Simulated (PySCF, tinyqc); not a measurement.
Orbital energy against energy difference: ionisation energy by orbital energies and by energy differences in the 6-31g basis, for BH, spin multiplicity 1. Computed by the program tinyqc with PySCF. The cation is unrestricted; errors are against CCSD(T) in this basis, not against experiment.

Geometry (angstrom):
```
atom,x,y,z
B,0.0000,0.0000,0.0000
H,0.0000,0.0000,1.0640
```

CCSD(T) difference in the same basis = 8.8166 eV

IP-EOM-CCSD = 8.8411 eV

First vertical ionisation energy (eV):
```
method,-e(HOMO),E(cation) - E,error of -e(HOMO),error of the difference
HF,8.8725,8.014462,0.0558,-0.8022
LDA,4.6173,9.263094,-4.1993,0.4465
PBE,4.6683,9.188422,-4.1483,0.3718
B3LYP,5.7149,9.315421,-3.1017,0.4988
PBE0,5.9193,9.144958,-2.8974,0.3283
CAM-B3LYP,7.3198,9.285486,-1.4969,0.4689
LC-wPBE,8.7930,9.211922,-0.0236,0.3953
```

What does the comparison show, and why?

Koopmans errs by +0.06 eV and Delta-HF by -0.80 eV: relaxation, 0.86 eV, lowers the value and the missing correlation difference works against it. The PBE level is off by -4.1 eV through the wrong tail of its potential, though its energy difference is off by +0.37 eV; exact exchange deepens the level, and among the orbital energies LC-wPBE comes closest; among the differences PBE0 does. The restricted reference is unstable here: a spin-polarised solution lies 0.0083 hartree lower (PySCF), so results built on it describe a poor reference.
